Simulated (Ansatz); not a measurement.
## Ansatz (development build ahead of 0.2.0) run

```yaml
crystal:
  periodic: [false, false, false]
  atoms:
    - { symbol: F, position_ang: [0.0, 0.0, 0.0] }
    - { symbol: H, position_ang: [1.00212, 0.0, 0.84088] }
    - { symbol: H, position_ang: [-1.00212, 0.0, 0.84088] }
basis:
  gaussian: { orbitals: "6-31G" }
magnetization:
  initial_magnetization: 3
hamiltonian:
  xc: hf
correlation:
  method: fci
  frozen_orbitals: { F: 1, H: 0 }
```

The input is written out in the form of the current development build from the run's settings.

Results

```json
{
 "Converged": "yes",
 "Total energy": "-100.30229 hartree",
 "State": "lowest quartet root, of any spatial symmetry"
}
```
